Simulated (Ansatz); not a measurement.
**CH₄ (triplet): the correlation ladder at distance H1–H2 along a hydrogen transfer = 0.893 Å, cc-pVDZ**

Aim: climb from Hartree-Fock through coupled cluster and multireference methods for CH₄ (triplet) at one geometry and basis, and see what each rung misses.

Method: cc-pVDZ, core rule «outside noble gas», up to 1 orbitals frozen; program: Ansatz 0.2.0, Gaussian basis.

Plan: UHF; CCSD(T) on ROHF; CCSD(T) on UHF; BCCD(T) on ROHF; CISD; CCSDT(Q) on ROHF; CCSDT(Q) on UHF; CISDTQ; CCSDTQ on ROHF; CCSDTQ on UHF; CASSCF and MRCISD+Q, 4 electrons in 4 orbitals; CASSCF and NEVPT2, 4 electrons in 4 orbitals; CASSCF and MRCISD+Q, 8 electrons in 8 orbitals; CASSCF and NEVPT2, 8 electrons in 8 orbitals; Full CI.

## Step 1: What is computed

The geometry derives from fragments relaxed apart (PBE0/def2-TZVP) and kept rigid, so it is no stationary point. A hydrogen atom is moved between rigid fragments.

5 atoms, charge 0, spin multiplicity 3.

Atoms are counted from 1 here; the program's logs count them from 0.

Bond lengths: C3–H4 1.079 Å, C3–H5 1.079 Å. Angles: H4–C3–H5 134.8°.

## Step 2: UHF

in.yaml

```yaml
crystal:
  periodic: [false, false, false]
  atoms:
    - {symbol: H, position_ang: [-2.165513, 0.000000, 0.000000]}
    - {symbol: H, position_ang: [-1.272513, 0.000000, 0.000000]}
    - {symbol: C, position_ang: [0.187487, 0.000000, 0.000000]}
    - {symbol: H, position_ang: [0.601955, 0.000000, 0.996161]}
    - {symbol: H, position_ang: [0.601955, 0.000000, -0.996161]}
basis:
  gaussian: {orbitals: cc-pVDZ}
magnetization: {spin_polarized: true, initial_magnetization: 2}
hamiltonian: {xc: hf}
output: {orbitals: {seedname: orbitals}}
```

Started as:

```console
ansatz run in.yaml --threads 1 --pin off --events-out ev --progress --plain --max-ram 3956MiB --backend cpu
```

Further steps of the session: CCSD(T) on ROHF; CCSD(T) on UHF; BCCD(T) on ROHF; CISD; CCSDT(Q) on ROHF; CCSDT(Q) on UHF; CISDTQ; CCSDTQ on ROHF; CCSDTQ on UHF; CASSCF and MRCISD+Q, 4 electrons in 4 orbitals; CASSCF and NEVPT2, 4 electrons in 4 orbitals; CASSCF and MRCISD+Q, 8 electrons in 8 orbitals; CASSCF and NEVPT2, 8 electrons in 8 orbitals; Full CI.

**Question.** What will the summary of the whole plan be? Wanted: FCI below the RHF energy; RMP2 from FCI; UMP2 from FCI; RCCSD from FCI; RCCSD(T) from FCI; UCCSD(T) from FCI; RCCSDT(Q) from FCI; UCCSDT(Q) from FCI; NEVPT2 pair from FCI.

As calculated:

```
                         quantity                                                                                                                         value
         FCI below the RHF energy                                                                                                                    -4.7846 eV
                    RMP2 from FCI                                                                                                                    +911.0 meV
                    UMP2 from FCI                                                                                                                    +896.8 meV
                   RCCSD from FCI                                                                                                                    +101.7 meV
                RCCSD(T) from FCI                                                                                                                     +18.7 meV
                UCCSD(T) from FCI                                                                                                                     +18.6 meV
               RCCSDT(Q) from FCI                                                                                                                      +0.3 meV
               UCCSDT(Q) from FCI                                                                                                                      -0.5 meV
             NEVPT2 pair from FCI                                                                                                                    +790.1 meV
           MRCISD+Q pair from FCI                                                                                                                     +10.9 meV
          NEVPT2 valence from FCI                                                                                                                    +682.9 meV
levels within 1 kcal/mol (43 meV)  RCCSD(T), UCCSD(T), BCCD(T), RCCSDT, UCCSDT, CISDTQ, RCCSDT(Q), UCCSDT(Q), RCCSDTQ, UCCSDTQ, MRCISD+Q pair, MRCISD+Q valence
                    T1 diagnostic                                                                                                                         0.033
   effectively unpaired electrons                                                                                                                          2.03
```

RCCSD(T) lands +18.7 meV from the yardstick (0.4 % of the correlation energy). One determinant dominates. Of the multireference levels listed MRCISD+Q pair comes nearest in total energy (+10.9 meV), which doesn't show that its space is the better one. These misses are within one basis, not against nature; the frozen cores of restricted and unrestricted runs differ, which can shift their rows.
